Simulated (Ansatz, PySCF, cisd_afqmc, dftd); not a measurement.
Species: C4H6, charge 0, singlet. C4H6 (SMILES CC#CC).
B3LYP-D3(BJ)/def2-TZVP minimum from Ansatz (an electronic-structure program):
```xyz
10

C     -0.0002     0.0011     2.0565
C     -0.0001     0.0003     0.6006
C      0.0001    -0.0003    -0.6006
C      0.0002    -0.0011    -2.0565
H     -0.0090     1.0202     2.4498
H     -0.8782    -0.5156     2.4506
H      0.8864    -0.5005     2.4508
H     -0.0085     1.0175    -2.4509
H      0.8870    -0.5032    -2.4500
H     -0.8777    -0.5183    -2.4502
```
Charge 0, spin multiplicity 1.

Property: enthalpy of formation at 298 K (by atomisation, with rigid-rotor harmonic-oscillator terms from PySCF's Hessian at B3LYP-D3(BJ)/def2-TZVP and the atoms' measured values of the G2/97 table; no spin-orbit terms), in kJ/mol. UHF or UKS for unpaired electrons; spin-orbit terms are left out. Cores are frozen in correlated methods. Rows without X2C or -DK are non-relativistic. AFQMC is phaseless with a CISD trial state; ± is one standard error, without the phaseless bias. Outlying blocks are dropped, and bars are widened where a walk drifts. Over all cases where full CI ran beside it in this data, AFQMC minus full CI had a median of +0.1 mEh and passed +0.4 mEh in a tenth of the cases. CBS(X,Y): correlation extrapolated as X^-3, Hartree-Fock from the larger set. A bracket is a step between two methods taken in the basis named. The functionals are non-relativistic, so their misses hold any scalar relativity. 'core' is core correlation in cc-pwCVTZ, 'X2C' scalar relativity in cc-pVTZ-DK, both at CCSD(T). Where a partner has so few electrons that a lower coupled-cluster level is exact, that level stands in.

```csv
level,program,enthalpy of formation at 298 K (kJ/mol),difference against the last row
HF/cc-pVQZ,Ansatz,1193.0,1050.6
PBE0-D4/def2-TZVPD,Ansatz + dftd4,116.6,-25.8
r2SCANh-D4/def2-TZVPD,Ansatz + dftd4,166.7,24.3
CAM-B3LYP/def2-TZVPD,Ansatz,148.2,5.8
wB97X-V/def2-TZVPD,Ansatz,162.6,20.2
MP2/cc-pVTZ,Ansatz,184.3,41.9
CCSD(T)/cc-pVDZ,Ansatz,455.9,313.5
CCSDT(Q)/cc-pVDZ,Ansatz,453.4,311.0
AFQMC/CISD/cc-pVTZ,cisd_afqmc,253.7 ± 1.2,111.3
"CCSD(T)/CBS(cc-pVTZ,cc-pVQZ) + [AFQMC/CISD - CCSD(T)]/cc-pVTZ + core + X2C",Ansatz + cisd_afqmc,144.0 ± 1.2,1.6
"CCSD(T)/CBS(cc-pVTZ,cc-pVQZ) + [CCSDT(Q) - CCSD(T)]/cc-pVDZ + core + X2C",Ansatz,142.4,0.0
```
